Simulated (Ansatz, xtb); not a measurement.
**Two isomers of C4H10O2**

We compare a, `CC[C@H](O)CO`, a singlet, with b, `C[C@H](O)CCO`, a singlet. Both are isolated molecules in the gas phase, relaxed with B3LYP/def2-SVP, each in the lowest conformer that the search found.

Quicker runs give these differences E(b) − E(a): GFN2-xTB −0.32 kcal/mol; HF/STO-3G −1.52 kcal/mol (at GFN2-xTB geometries); r2SCAN-D4/def2-SVP −1.58 kcal/mol (at GFN2-xTB geometries).

Task: Estimate E(b) − E(a) at the level CCSD(T)/def2-SVP + ΔMP2/def2-TZVPP.

Result: Calculated at CCSD(T)/def2-SVP + ΔMP2/def2-TZVPP: E(b) − E(a) = −1.01 kcal/mol, so structure b lies lower.

Level by level:

```tsv
level	geometry	E(b) − E(a) (kcal/mol)	departure from the last row (kcal/mol)	job, with rough time for the two
GFN2-xTB	GFN2-xTB	−0.32	+0.69	optimisation, 0.18 s
HF/STO-3G	GFN2-xTB	−1.52	−0.51	single point, 0.6 s
r2SCAN-D4/def2-SVP	GFN2-xTB	−1.58	−0.57	single point, 4.1 s
B3LYP/def2-SVP	B3LYP/def2-SVP	−1.49	−0.47	optimisation, 39 s
HF/def2-SVP	B3LYP/def2-SVP	−0.93	+0.08	part of the CCSD(T) run
MP2/def2-SVP	B3LYP/def2-SVP	−1.44	−0.43	part of the CCSD(T) run
CCSD(T)/def2-SVP	B3LYP/def2-SVP	−1.34	−0.32	single point
CCSD(T)/def2-SVP + ΔMP2/def2-TZVPP	B3LYP/def2-SVP	−1.01		single point, 91 s
```

As drawn, both hold the same kinds of bond in the same numbers.

GFN2-xTB finds them nearly level. The largest departure from CCSD(T)/def2-SVP + ΔMP2/def2-TZVPP is that of GFN2-xTB, 0.69 kcal/mol. The last row adds to CCSD(T) the change of the MP2 difference between the two basis sets, here +0.32 kcal/mol.

With thermal terms from frequencies at re-optimised GFN2-xTB minima (ideal gas, soft modes damped towards free rotors, one conformer each, 298.15 K, 1 atm): the zero-point term adds +0.18 kcal/mol; ΔH is −1.03 and ΔG −0.51 kcal/mol.

The correlated steps freeze 6 core orbitals. Codes used: Ansatz 0.2.0, xtb 6.7.1; the last row on 2 threads of Intel(R) Xeon(R) Platinum 8488C (Sapphire Rapids) on a shared host.
